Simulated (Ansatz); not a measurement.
# Relative stability

Two relaxed structures of CH4NSi (charge +1), singlet (PBE0-D4/def2-TZVP; forces vanish, vibrations not checked).

A:

```
7
angstrom
N -1.3328 -0.0325 -0.7881
C -0.3546 0.1428 -0.2302
Si 1.3041 0.4404 0.7157
H -2.1994 -0.1878 -1.2823
H 1.5508 1.8615 0.4153
H 0.9036 0.1232 2.0975
H 2.1884 -0.5324 0.0506
```

B:

| atom | x (Å) | y (Å) | z (Å) |
| --- | --- | --- | --- |
| N1 | -1.1369 | -0.0744 | -0.6548 |
| C2 | -0.1697 | -0.1939 | 0.1876 |
| Si3 | 1.4019 | 0.8089 | 0.5665 |
| H4 | -1.1447 | 0.6380 | -1.3754 |
| H5 | -1.9358 | -0.6995 | -0.6509 |
| H6 | -0.3161 | -1.0061 | 0.9124 |
| H7 | 2.1194 | -0.2963 | -0.1925 |

Program: Ansatz 0.2.0. Basis: def2-TZVPP. Cores are frozen in the correlated methods. B3LYP uses VWN-RPA correlation.

(1) Which structure is lower at CCSD(T), and by how much? (Judge from chemistry; the value comes from the calculation.)

No T1 diagnostic of these runs exceeds 0.019. The restricted Hartree–Fock reference is unstable towards an unrestricted one at one or more of these structures.

Answers

(1) Computed: A, by 0.906 eV (electronic energy, against the other). By their contacts, A is CH₄NSi ([NH][C][SiH3]), total charge +1 and B is CH₄NSi ([NH2][CH][SiH]), total charge +1.

All methods give the same order:

| method | E(B) − E(A) (eV) |
| --- | --- |
| PBE-D4 | 0.530 |
| r2SCAN-D4 | 0.743 |
| PBE0-D4 | 0.597 |
| B3LYP-D4 | 0.675 |
| wB97M-V | 0.698 |
| HF | 1.010 |
| MP2 | 1.130 |
| CCSD | 0.891 |
| CCSD(T) | 0.906 |

Labels in which every atom is bracketed show which atoms are joined, not bond orders.

For scale, one of the runs: CCSD(T)/def2-TZVPP, 160 basis functions, launched by `ansatz run in.yaml --threads 2 --pin off --events-out ev --progress --plain --max-ram 4352MiB`. Time: 86 s of wall clock on 2 CPU threads of an Intel Xeon; the host was shared. Peak host memory: 1.1 GiB.
